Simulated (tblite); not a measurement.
Species: C4H7P.
Atom-mapped SMILES: `[CH:1]#[C:2][P:3]([CH3:4])[CH3:5]` (hydrogens: H6 on C1; H7, H8, H9 on C4; H10, H11, H12 on C5)

Computed with GFN2-xTB (tblite): harmonic, unscaled wavenumbers at the GFN2-xTB geometry, gas phase. Errors from tens to a few hundred cm⁻¹ against measured bands are possible.

Harmonic wavenumbers (cm⁻¹): 125.0, 145.6, 162.2, 187.7, 266.5, 336.4, 364.1, 639.8, 657.4, 661.7, 700.8, 732.5, 824.6, 863.2, 906.5, 939.8, 1321.1, 1321.5, 1442.1, 1451.8, 1454.2, 1462.8, 2197.2, 2992.1, 2996.7, 3004.0, 3008.5, 3019.4, 3020.9, 3363.3.

A = 5758, B = 3066, C = 2428 MHz; mass 86.029 u (most abundant isotopes); point group Cs, symmetry number 1.

**Question.** What is the zero-point energy?

**Answer.** Half the sum of the wavenumbers: 20285 cm⁻¹ = 242.66 kJ/mol.

**Question.** Give the ideal-gas entropy at 298.15 K and 1 bar in the rigid-rotor, harmonic-oscillator model (classical rotation).

**Answer.** Translation 164.41, rotation 110.54, vibration 70.57: S = 345.5 J/(mol K).

**Question.** And Cp and H(298.15 K) − H(0)?

**Answer.** Cp = 115.12 J/(mol K), of which vibrations give 81.86 (their classical limit is 30 R = 249.4); H(298.15 K) − H(0) = 22.04 kJ/mol without the zero-point energy, 12.12 from vibrations.

**Question.** Blend soft modes into free rotors: weight 1/[1 + (100 cm⁻¹/ν̃)⁴] for the oscillator and the rest for a rotor with moment μB/(μ + B), μ = h/(8π²ν), B = 10⁻⁴⁴ kg m². What vibrational entropy results?

**Answer.** 69.88 J/(mol K) in place of 70.57, which changes −T·S at 298.15 K by +0.21 kJ/mol.

**Question.** Which modes carry the vibrational entropy at 298.15 K?

**Answer.** 125.0 cm⁻¹: 12.64; 145.6 cm⁻¹: 11.42; 162.2 cm⁻¹: 10.56; 187.7 cm⁻¹: 9.42; 266.5 cm⁻¹: 6.77; 336.4 cm⁻¹: 5.14 J/(mol K); the other 24 give 14.62 together.

**Question.** How do the functions run with temperature in this model?

**Answer.** 
```json
{"T (K)": "100", "S (J/(mol K))": "253.3", "Cp (J/(mol K))": "61.4", "H − H(0) (kJ/mol)": "4.37", "G − H(0) (kJ/mol)": "-20.97", "ln q(vib)": "0.52"}
{"T (K)": "200", "S (J/(mol K))": "304.9", "Cp (J/(mol K))": "89.8", "H − H(0) (kJ/mol)": "11.96", "G − H(0) (kJ/mol)": "-49.01", "ln q(vib)": "2.00"}
{"T (K)": "300", "S (J/(mol K))": "346.2", "Cp (J/(mol K))": "115.6", "H − H(0) (kJ/mol)": "22.25", "G − H(0) (kJ/mol)": "-81.62", "ln q(vib)": "3.63"}
{"T (K)": "500", "S (J/(mol K))": "415.3", "Cp (J/(mol K))": "155.7", "H − H(0) (kJ/mol)": "49.65", "G − H(0) (kJ/mol)": "-158.02", "ln q(vib)": "6.87"}
{"T (K)": "800", "S (J/(mol K))": "497.6", "Cp (J/(mol K))": "194.3", "H − H(0) (kJ/mol)": "102.59", "G − H(0) (kJ/mol)": "-295.47", "ln q(vib)": "11.40"}
{"T (K)": "1000", "S (J/(mol K))": "542.9", "Cp (J/(mol K))": "212.3", "H − H(0) (kJ/mol)": "143.33", "G − H(0) (kJ/mol)": "-399.62", "ln q(vib)": "14.15"}
```

q(vib) and H(0) count from the zero-point level.

**Question.** What must be added to the electronic energy to get the Gibbs energy at 298.15 K and 1 bar?

**Answer.** ZPE + [H(298.15 K) − H(0)] − T·S = 242.66 + 22.04 − 103.02 = 161.68 kJ/mol.

Hindered rotation and anharmonicity are outside this model.
